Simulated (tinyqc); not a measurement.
Inside a calculation. Method: extended Hueckel theory, for SiH2. One step of it, computed by the program tinyqc.

Task: Wolfsberg-Helmholz matrix. H_ij = K' S_ij (H_ii + H_jj)/2 for i != j (the diagonal keeps H_ii), with K' = K + D^2 + D^4 (1 - K), D = (H_ii - H_jj)/(H_ii + H_jj), K = 1.75.

overlap S, order 1Si 3s, 1Si 3px, 1Si 3py, 1Si 3pz, 2H 1s, 3H 1s:
```
[[1.000000, 0.000000, 0.000000, 0.000000, 0.405641, 0.405641],
 [0.000000, 1.000000, 0.000000, 0.000000, 0.000000, 0.000000],
 [0.000000, 0.000000, 1.000000, 0.000000, 0.448144, -0.448144],
 [0.000000, 0.000000, 0.000000, 1.000000, 0.251589, 0.251589],
 [0.405641, 0.000000, 0.448144, 0.251589, 1.000000, 0.033925],
 [0.405641, 0.000000, -0.448144, 0.251589, 0.033925, 1.000000]]
```

diagonal H_ii (eV): [-17.300000, -9.200000, -9.200000, -9.200000, -13.600000, -13.600000]

K = 1.750000

Give: H.

Result:

H (eV), order 1Si 3s, 1Si 3px, 1Si 3py, 1Si 3pz, 2H 1s, 3H 1s:
```
[[-17.300, 0.000, 0.000, 0.000, -11.056, -11.056],
 [0.000, -9.200, 0.000, 0.000, 0.000, 0.000],
 [0.000, 0.000, -9.200, 0.000, -9.125, 9.125],
 [0.000, 0.000, 0.000, -9.200, -5.123, -5.123],
 [-11.056, 0.000, -9.125, -5.123, -13.600, -0.807],
 [-11.056, 0.000, 9.125, -5.123, -0.807, -13.600]]
```
